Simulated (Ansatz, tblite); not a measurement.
# The cluster BAs2: one state, many levels

How do method and basis change the picture of the cluster BAs2 (doublet)?

Computed with Ansatz 0.2.0, Gaussian basis. Level: as each input shows.

Plan: GFN1-xTB, GFN2-xTB, PBE-D4/def2-TZVP, r2SCAN-D4/def2-TZVP, r2SCAN0-D4/def2-TZVP, HF/def2-TZVP, BHLYP-D4/def2-TZVP, CAM-B3LYP-D4/def2-TZVP, LDA/def2-TZVP, PBE-D4/def2-SVP, PBE0-D4/def2-SVP, HF/STO-3G, PBE0-D4/def2-TZVPD, PBE-D4/def2-TZVPD, r2SCAN-D4/def2-TZVPD, CCSD(T)/def2-TZVPP, MP2/def2-TZVP, RPA/def2-TZVP.

### 1 The structure

The doublet was relaxed beforehand with PBE-D4/def2-TZVP. At that level it is the lowest of the isomers that a small search found.

3 atoms, charge 0, spin multiplicity 2.

Bond lengths: B1–As2 1.850 Å, B1–As3 1.850 Å. Angles: As2–B1–As3 104.3°.

Geometry (Å):

```xyz
3
As2B
B    -0.18326    0.72876   -0.08833
As   -1.02825   -0.74980   -0.81221
As    1.21151    0.02104    0.90054
```

PBE0-D4/def2-TZVP was run before; its log isn't repeated, and its numbers join the tables.

### 2 GFN1-xTB

Tight binding, by tblite at 300 K electronic temperature and without a spin-polarisation term:

```python
tblite.interface.Calculator('GFN1-xTB', numbers, positions, charge=0, uhf=1).singlepoint()
```

Energy -164.0228 eV; 0.003 s.

### 3 GFN2-xTB

Tight binding, by tblite at 300 K electronic temperature and without a spin-polarisation term:

```python
tblite.interface.Calculator('GFN2-xTB', numbers, positions, charge=0, uhf=1).singlepoint()
```

Energy -159.4174 eV; 0.003 s.

### 4 PBE-D4/def2-TZVP

start.molden holds the orbitals of an earlier run on this state, given as this run's starting guess.

File in.yaml:

```yaml
crystal:
  periodic: [false, false, false]
  atoms:
    - {symbol: B, position_ang: [-0.183260, 0.728761, -0.088335]}
    - {symbol: As, position_ang: [-1.028253, -0.749798, -0.812206]}
    - {symbol: As, position_ang: [1.211513, 0.021037, 0.900541]}
basis:
  gaussian: {orbitals: def2-TZVP, initial_orbitals: start.molden}
magnetization: {spin_polarized: true, initial_magnetization: 1}
hamiltonian: {xc: pbe, dispersion: d4}
scf: {omitted_lower_state_checks: [starts]}
output: {orbitals: {seedname: orbitals}}
```

Command:

```bash
> ansatz run in.yaml --threads 4 --pin off --events-out ev --progress --plain --max-ram 3916MiB
```

The runs that follow: r2SCAN-D4/def2-TZVP; r2SCAN0-D4/def2-TZVP; HF/def2-TZVP; BHLYP-D4/def2-TZVP; CAM-B3LYP-D4/def2-TZVP; LDA/def2-TZVP; PBE-D4/def2-SVP; PBE0-D4/def2-SVP; HF/STO-3G; PBE0-D4/def2-TZVPD; PBE-D4/def2-TZVPD; r2SCAN-D4/def2-TZVPD; CCSD(T)/def2-TZVPP; MP2/def2-TZVP; RPA/def2-TZVP.

**Question.** What will the summary of the whole plan be? Wanted: gap in def2-TZVP, named functionals and Hartree-Fock, smallest and largest; correlation energy, CCSD(T)/def2-TZVPP; correlation energy, MP2/def2-TZVP; binding an atom, functionals in def2-TZVP; ⟨S²⟩ in def2-TZVP, named functionals and Hartree-Fock, smallest and largest; PBE0 total energy, smallest basis above largest.

As calculated:

```
                                                                   quantity                             value
 gap in def2-TZVP, named functionals and Hartree-Fock, smallest and largest       0.64 eV (LDA), 8.34 eV (HF)
                                     correlation energy, CCSD(T)/def2-TZVPP                         -16.66 eV
                                          correlation energy, MP2/def2-TZVP                         -15.11 eV
                                  binding an atom, functionals in def2-TZVP  2.15 (BHLYP-D4) to 3.10 eV (LDA)
⟨S²⟩ in def2-TZVP, named functionals and Hartree-Fock, smallest and largest                      0.756, 1.367
                            PBE0 total energy, smallest basis above largest   15.72 eV (def2-SVP, def2-TZVPD)
```

In words: Over the named functionals and Hartree-Fock in def2-TZVP the gap runs from 0.64 eV (LDA) to 8.34 eV (HF); exact exchange widens it. Over the named functionals and Hartree-Fock in def2-TZVP spin contamination reaches 0.62 (HF), so some levels may describe another state. Notes on CCSD(T)/def2-TZVPP: spin contamination.
